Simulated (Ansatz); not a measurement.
We consider bcc Ba, described by LDA in Ansatz (PAW).

Run with plane-wave cutoff 520 eV, 18×18×18 k mesh, Fermi–Dirac smearing 0.1 eV, perturbation theory, force constants from a 6×6×6 q mesh, scalar-relativistic PAW data made under PBE.

### Question
Estimate the zero-point energy that the calculation returns.

### Answer

* **zero-point energy**: 0.010 eV/atom

Spin–orbit coupling is not included.

Ansatz is a quantum-chemistry and plane-wave program.
